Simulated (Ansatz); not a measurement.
Geometry optimisation, RKS BHLYP-D4/def2-SVP (Ansatz 0.2.0).

input.yaml

```yaml
crystal:
  periodic: [false, false, false]
  atoms:
    - { symbol: C, position_ang: [-0.73571, 0.98739, -0.23033] }
    - { symbol: C, position_ang: [0.27293, -0.0849, -0.12545] }
    - { symbol: "N", position_ang: [0.11287, -1.06974, 0.71841] }
    - { symbol: O, position_ang: [1.29261, 0.00917, -0.8954] }
    - { symbol: H, position_ang: [-1.71046, 0.57469, -0.4908] }
    - { symbol: H, position_ang: [-0.84827, 1.50186, 0.72426] }
    - { symbol: H, position_ang: [-0.43716, 1.70659, -0.98926] }
    - { symbol: H, position_ang: [-0.70447, -1.11535, 1.31381] }
    - { symbol: H, position_ang: [0.78262, -1.82461, 0.82084] }
    - { symbol: H, position_ang: [1.97503, -0.68509, -0.84607] }
total_charge: 1
basis:
  gaussian: { orbitals: def2-SVP }
hamiltonian:
  xc: { name: BHLYP }
  dispersion: d4
relax:
  f_tol: 0.02
  max_steps: 50
output:
  orbitals: {}
```

Launched with:

```bash
$ ansatz run input.yaml --threads 2 --pin off --max-ram 3072MiB --backend cpu --events-out ev --progress --plain --runs-dir out
```

Where does it end, and by what steps?

The run converged. The force dipped under the threshold on the way, but the program's further checks kept it going. After 23 steps the energy has fallen by 0.045 eV; H6 moved furthest, 0.79 Å.

| step | energy less start (eV) | largest force component (eV/Å) | accepted |
| --- | --- | --- | --- |
| 0 | 0.0000 | 0.454 | yes |
| 1 | -0.0095 | 0.140 | yes |
| 2 | -0.0107 | 0.055 | yes |
| 3 | -0.0113 | 0.022 | yes |
| 4 | -0.0115 | 0.015 | yes |
| 5 | -0.0117 | 0.018 | yes |
| 6 | -0.0124 | 0.090 | yes |
| 7 | -0.0134 | 0.116 | yes |
| 8 | -0.0053 | 0.596 | no |
| 9 | -0.0188 | 0.065 | yes |
| 10 | -0.0231 | 0.186 | yes |
| 11 | -0.0224 | 0.365 | no |
| 12 | -0.0275 | 0.102 | yes |
| 13 | -0.0323 | 0.082 | yes |
| 14 | -0.0338 | 0.223 | yes |
| 15 | -0.0282 | 0.416 | no |
| 16 | -0.0399 | 0.060 | yes |
| 17 | -0.0426 | 0.047 | yes |
| 18 | -0.0429 | 0.168 | yes |
| 19 | -0.0439 | 0.068 | yes |
| 20 | -0.0443 | 0.043 | yes |
| 21 | -0.0445 | 0.019 | yes |
| 22 | -0.0441 | 0.096 | no |
| 23 | -0.0445 | 0.014 | yes |

```xyz
10
Properties=species:S:1:pos:R:3
C -0.739 0.996 -0.199
C 0.277 -0.067 -0.067
N 0.028 -1.189 0.536
O 1.420 0.195 -0.586
H -1.688 0.721 0.255
H -0.348 1.906 0.265
H -0.877 1.210 -1.263
H -0.885 -1.363 0.931
H 0.713 -1.926 0.637
H 2.100 -0.484 -0.510
```

Whether the end is a true minimum wasn't checked by a vibrational analysis.

Time of the run: 22 s on 2 threads of Intel(R) Xeon(R) 6975P-C (Granite Rapids) (shared host), peak memory 0.19 GiB.
